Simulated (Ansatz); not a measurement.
# H4Si, SMILES [SiH4]: a relaxed scan of one distance

Computed with the Python package of Ansatz (0.2.0).

Contents of `h4si.xyz`:
```text
5

Si   -0.00002    0.00027   -0.00078
H     0.95125   -0.67731    0.87641
H    -1.30898    0.04420    0.64596
H    -0.10316   -0.72917   -1.26215
H     0.46091    1.36202   -0.25944
```

Notebook, run cell by cell (the value of a cell's last expression is shown):

In [1]:
```python
import ansatz as az
import numpy as np
```

In [2]:
```python
mol = az.Crystal.molecule_from_extxyz('h4si.xyz')
```

In [3]:
```python
calculation = (
    mol.calculation()
    .basis(gaussian='def2-SVP')
    .functional('b3lyp')
    .scf(lower_state_search='off')
)
symbols = [site.symbol for site in mol.cartesian_sites]
pairs = [(0, 1), (0, 2), (0, 3), (0, 4)]
print('held (A)   E (eV)        ', '  '.join(f'{symbols[i]}{i}-{symbols[j]}{j}' for i, j in pairs))
for length in [1.34, 1.46, 1.58, 1.75, 1.97]:
    rep = calculation.relax(constraints=[az.DistanceConstraint((0, 2), at=length)], force_tolerance=0.02, max_steps=60).run(threads=1, pin='off').report
    xyz = np.array(rep['positions_ang'])
    print(f'{length:6.2f} {rep["free_energy_ev"]:14.5f}  ', '  '.join(f'{np.linalg.norm(xyz[i] - xyz[j]):.3f}' for i, j in pairs))
```
```text
held (A)   E (eV)         Si0-H1  Si0-H2  Si0-H3  Si0-H4
DeckWarning: relax.constraints: the input's atoms, or those drawn, lie off the distances that are held; a relaxation that starts there is brought onto them ahead of its first SCF, by positions alone, [...]
  1.34    -7940.31231   1.492  1.340  1.492  1.492
  1.46    -7940.55766   1.491  1.460  1.491  1.491
  1.58    -7940.50370   1.490  1.580  1.490  1.490
  1.75    -7940.14708   1.488  1.750  1.488  1.488
  1.97    -7939.47553   1.486  1.970  1.486  1.486
```

The settings weren't tested for convergence. Warnings are shown shortened and without file and line. The energies are electronic: no zero-point or thermal terms, and the basis set is short of its limit. b3lyp holds the VWN-RPA fit, as in Gaussian; the form of ORCA and Turbomole is b3lyp5. Run time: 7.4 s on 1 thread of Arm Neoverse V1, on a shared host, peak memory 0.16 GiB.
